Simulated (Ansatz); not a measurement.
## A ladder of methods for CH5B (BH2Me)

The species is CH5B (7 atoms), meant as a singlet with charge 0. As SMILES, `[H]B([H])C`. The shape is that of a GFN2-xTB optimisation.

```jsonl
{"atom": "B", "x (Å)": "0.4448", "y (Å)": "0.7811", "z (Å)": "0.0063"}
{"atom": "H", "x (Å)": "1.6149", "y (Å)": "0.7823", "z (Å)": "0.0090"}
{"atom": "H", "x (Å)": "-0.1297", "y (Å)": "1.7981", "z (Å)": "-0.0614"}
{"atom": "C", "x (Å)": "-0.3372", "y (Å)": "-0.5740", "z (Å)": "0.0397"}
{"atom": "H", "x (Å)": "-0.4056", "y (Å)": "-0.9294", "z (Å)": "-0.9911"}
{"atom": "H", "x (Å)": "-1.3583", "y (Å)": "-0.4963", "z (Å)": "0.4055"}
{"atom": "H", "x (Å)": "0.1709", "y (Å)": "-1.3619", "z (Å)": "0.5920"}
```

Each level gives the energy change with the B1–H2 bond stretched from 1.170 to 2.340 Å (eV). The values are calculated.

```
                      level                   kind  program  value (eV)  less FCI/STO-3G  CPU time (all runs)
     HF/STO-3G (restricted)           Hartree–Fock   Ansatz        7.18            +2.47                0.1 s
  SVWN5/STO-3G (restricted)                    LDA   Ansatz        5.39            +0.68                  1 s
   BLYP/STO-3G (restricted)                    GGA   Ansatz        5.07            +0.36                1.5 s
  BHLYP/STO-3G (restricted)          global hybrid   Ansatz        6.27            +1.56                1.4 s
r2SCAN0/STO-3G (restricted)        hybrid meta-GGA   Ansatz        6.00            +1.29                3.3 s
 B2PLYP/STO-3G (restricted)          double hybrid   Ansatz        5.72            +1.01                2.1 s
RPA@PBE/STO-3G (restricted)                    RPA   Ansatz        5.05            +0.34                2.3 s
    MP2/STO-3G (restricted)    perturbation theory   Ansatz        5.85            +1.14               0.12 s
   CCSD/STO-3G (restricted)  coupled cluster or CI   Ansatz        4.78            +0.07               0.17 s
                 FCI/STO-3G     exact in the basis   Ansatz        4.71             0.00                 20 s
```

FCI/STO-3G is exact within its basis and frozen core, so for wave-function methods in that basis the difference is their error; functionals converge differently with the basis, so for them it is only a difference. A spin-restricted reference rises too steeply as a bond breaks; here HF/STO-3G, SVWN5/STO-3G, BHLYP/STO-3G, r2SCAN0/STO-3G, B2PLYP/STO-3G, MP2/STO-3G lie well above the multireference or unrestricted value. The first shape isn't each level's own minimum. The values span 4.71 to 7.18 eV. All rows use very small basis sets, so none should be taken for the real molecule's value. Times are those of the runs behind each value, whatever else they computed, on shared processors of several kinds: orders of magnitude only.
